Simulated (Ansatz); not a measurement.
# CHClO: the cost of one run

Method: the levels named in each step, in Ansatz 0.2.0.

### Step 1. The system as given

Bond lengths: O1–C2 1.180 Å, C2–Cl3 1.737 Å, C2–H4 1.096 Å. Angles: O1–C2–Cl3 123.2°, O1–C2–H4 126.2°, Cl3–C2–H4 110.6°.

Structure file:

```xyz
4

O    -1.4466   -0.7364   -0.0036
C    -0.7855    0.2412   -0.0039
Cl    0.9518    0.2144    0.0032
H    -1.1548    1.2734   -0.0085
```

### Step 2. A rough first relaxation, PBE-D4/def2-SVP

input.yaml reads:

```yaml
crystal:
  periodic: [false, false, false]
  atoms:
    - { symbol: O, position_ang: [-1.44659, -0.73637, -0.00363] }
    - { symbol: C, position_ang: [-0.78549, 0.24115, -0.00387] }
    - { symbol: Cl, position_ang: [0.95177, 0.21442, 0.00319] }
    - { symbol: H, position_ang: [-1.15485, 1.27344, -0.00849] }
basis:
  gaussian: { orbitals: def2-SVP }
hamiltonian:
  xc: pbe
  dispersion: d4
relax:
  f_tol: 0.03
  max_steps: 200
```

Started as:

```bash
$ ansatz run input.yaml --threads 2 --pin off --max-ram 5120MiB --backend cpu --events-out ev --progress --plain --runs-dir out
```

Q: Estimate wall time and peak memory on 2 threads of Intel Xeon at 2.50GHz (Skylake/Cascade Lake), shared host.

About 14 s, with a peak of 0.12 GiB.
